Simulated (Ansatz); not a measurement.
Structure relaxation of W2Cl

The calculation used DFT PBE, scalar-relativistic, plane waves, PAW in Ansatz. Cutoff 420 eV, Γ-centred k mesh, Gaussian smearing, no spin polarisation in the final step.

W2Cl was placed on the cadmium chloride structure type (R-3m, No. 166), with Cl in place of Cd, W in place of Cl, at a guessed volume.

```yaml
crystal:
  lattice:
    - [1.78918, 1.03299, 5.40380]
    - [-1.78918, 1.03299, 5.40380]
    - [0.00000, -2.06597, 5.40380]
  atoms:
    - { symbol: W, position: [0.75000, 0.75000, 0.75000] }
    - { symbol: W, position: [0.25000, 0.25000, 0.25000] }
    - { symbol: Cl, position: [0.00000, 0.00000, 0.00000] }
```

Cell and atoms relax at zero pressure; the relaxation can't lower the symmetry of the start. After a coarse first stage the cell is made exact in the group found at 0.06 Å.

The zero of energy is the elements' standard structures at the same level (Cl₂ as a molecule); no fitted shifts are applied.

Which crystal results?

It keeps R-3m (No. 166), but not the shape of the type it started on. Conventional cell: a = 3.175 Å, c = 18.537 Å. W has 3 W at 2.50 Å, 3 Cl at 2.90 Å and 6 W at 3.18 Å; around Cl lie 6 W at 2.90 Å and 6 Cl at 3.18 Å.

```xyz
3
Lattice="1.5877 0.9167 6.1790 -1.5877 0.9167 6.1790 0.0000 -1.8334 6.1790" Properties=species:S:1:pos:R:3 pbc="T T T"
W     0.0000    0.0000   14.6008
W     0.0000    0.0000    3.9363
Cl    0.0000    0.0000    0.0000
```

What are its volume, energy, density and gap?

The volume per atom is 17.99 Å³ and the density is 12.41 g/cm³. The energy over the elements is 0.39 eV/atom and the gap on the 18×18×18 mesh is 0 eV (a metal).

The final run used a 18×18×18 mesh on its 3-atom cell and 0.10 eV smearing. The k mesh leaves about 4 meV/atom of noise in metals. Spin–orbit coupling is left out. Symmetry constrained the relaxation, so the result can be a saddle point.

Cost: 3 runs of about 1.1 core-minutes in all, on AMD EPYC 9R45 (Zen 5) (shared hosts).